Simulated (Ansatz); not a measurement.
Geometry optimisation, RKS BHLYP/6-31G* (Ansatz 0.2.0).

Input file:

```yaml
crystal:
  periodic: [false, false, false]
  atoms:
    - { symbol: B, position_ang: [0.0, 0.0, 0.0] }
    - { symbol: H, position_ang: [0.0, 0.0, 1.19] }
    - { symbol: "N", position_ang: [1.3423, 0.0, -0.775] }
    - { symbol: H, position_ang: [1.8089, -0.9179, -1.0268] }
    - { symbol: H, position_ang: [1.7937, 0.9179, -1.0532] }
    - { symbol: C, position_ang: [-1.3856, 0.0, -0.8] }
    - { symbol: H, position_ang: [-1.9458, -0.9305, -0.5708] }
    - { symbol: H, position_ang: [-1.9898, 0.8797, -0.4946] }
    - { symbol: H, position_ang: [-1.1839, 0.0508, -1.8903] }
basis:
  gaussian: { orbitals: "6-31G*" }
hamiltonian:
  xc: { name: BHLYP }
relax:
  f_tol: 0.02
  max_steps: 40
output:
  orbitals: {}
```

Run as:

```bash
$ ansatz run input.yaml --threads 1 --pin off --max-ram 2048MiB --backend cpu --events-out ev --progress --plain --runs-dir out
```

Where does it end, and by what steps?

The forces met the threshold. After 12 steps the energy has fallen by 1.844 eV; H4 moved furthest, 1.10 Å.

```csv
step,energy less start (eV),largest force component (eV/Å),accepted
0,0.0000,2.441,yes
1,-0.3655,1.039,yes
2,-0.6064,1.488,yes
3,-0.8524,1.940,yes
4,-1.1821,1.785,yes
5,-1.5233,1.541,yes
6,-1.7050,0.789,yes
7,-1.7559,1.426,yes
8,-1.8346,0.210,yes
9,-1.8296,0.721,no
10,-1.8360,0.589,yes
11,-1.8434,0.043,yes
12,-1.8435,0.013,yes
```

```xyz
9
Properties=species:S:1:pos:R:3
B 0.038 -0.155 -0.076
H 0.064 -0.477 1.074
N 1.261 -0.023 -0.724
H 2.140 -0.183 -0.274
H 1.347 0.242 -1.687
C -1.330 0.104 -0.810
H -1.962 -0.784 -0.761
H -1.888 0.893 -0.305
H -1.230 0.384 -1.857
```

Whether the end is a true minimum wasn't checked by a vibrational analysis.

The run took 26 s on 1 thread of Arm Neoverse V1 (shared host), peak memory 0.13 GiB.
